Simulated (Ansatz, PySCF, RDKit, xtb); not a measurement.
**Which structure has the formula C2H7Si?**

Only the formula C2H7Si is given (odd number of electrons). Aim: find the structure of lowest free energy at 298.15 K, then its properties.

Plan: many cheap relaxations first (GFN2-xTB), then density-functional screening, relaxation at PBE0-D3(BJ)/def2-SVP, vibrations and a final energy. The numbers are computed, not measured.

3 further runs of the same task are left out: 3 set aside as unsound or not needed.

### Step 1. Candidates

All bonding patterns within simple valence rules are listed by program: one Lewis structure each, at most two rings and one unusual centre or charged pair. O–O, O–halogen and N–halogen bonds and N–N–N chains are not drawn. That gives 5 candidates.

| label | SMILES | spin |
| --- | --- | --- |
| c139 | C[SiH]C | doublet |
| c500 | [CH2][SiH2]C | doublet |
| c561 | [CH2]C[SiH3] | doublet |
| c759 | C[CH][SiH3] | doublet |
| c831 | CC[SiH2] | doublet |

Candidates are built by distance geometry, with a force field where one applies, in up to four conformers (letters a to d).

Q: Predict the outcome of this search (final energies at CCSD(T)/def2-SVP + MP2/def2-TZVPP - MP2/def2-SVP).

| quantity | value |
| --- | --- |
| lowest structure found | C[SiH]C, doublet, Cs |
| next finalist | [CH2][SiH2]C, doublet, 6.7 kcal/mol higher in G |
| share at equilibrium, among the finalists | 100.0 % |
| harmonic wavenumbers, lowest and highest (PBE0-D3(BJ)/def2-SVP) | 143 and 3170 cm⁻¹ |
| rotational constants, same geometry | 0.627, 0.1972, 0.1628 cm⁻¹ |
| dipole moment (PBE0/def2-TZVPD) | 0.91 D |
| HOMO energy (highest over α and β) (PBE0/def2-TZVPD) | -5.53 eV |
| LUMO energy (lowest over α and β) (PBE0/def2-TZVPD) | -1.75 eV |
| lowest excitation (TD-B3LYP/def2-SVPD) | 4.62 eV (f = 0.029) |
| strongest of the states computed, same level | 4.85 eV (f = 0.050) |
| vertical ionisation energy (to the singlet cation) | 7.72 eV |
| vertical electron affinity | 0.14 eV |
| vertical quartet less doublet | +7.67 eV |

`C[SiH]C` comes out lowest. The margin of 6.7 kcal/mol over the next finalist is beyond the usual error of the last level; it says nothing of structures that weren't ranked. HF/STO-3G, r2SCAN-D4/def2-SVP, PBE0-D3(BJ)/def2-SVP, HF/def2-SVP and MP2/def2-SVP already put its bonding pattern lowest among the structures in one piece; GFN2-xTB favours the doublet CC[SiH2]. The stability test raises a flag; for an open shell a flag towards a general spinor solution can be the free rotation of the spin. The search is not exhaustive (a finite list of starts, one conformer a finalist), so a lower isomer can't be ruled out. Patterns outside the rules of the enumeration were met only by chance.
